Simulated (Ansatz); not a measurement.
Z-matrix (Å, degrees):
```
C
N 1 1.258
H 1 1.095 2 123.0
H 1 1.089 2 119.3 3 179.9
C 2 1.390 1 121.6 3 3.1
O 5 1.200 2 124.7 1 66.7
H 5 1.106 2 112.1 1 -118.1
```

The species carries charge 0 and has multiplicity 1.

(1) List the PBE/def2-TZVPP orbital energies in eV (the Gaussian-basis code of Ansatz). (Best estimate.)

## Answers

(1) Computed: Occupied: -510.27, -381.52, -271.85, -271.01, -26.70, -23.76, -17.60, -14.31, -12.97, -11.95, -11.15, -9.85, -8.79, -7.37, -6.18. Lowest empty: -2.69, -1.43, 1.10, 1.52, 2.25, 2.54, 3.48, 4.50.
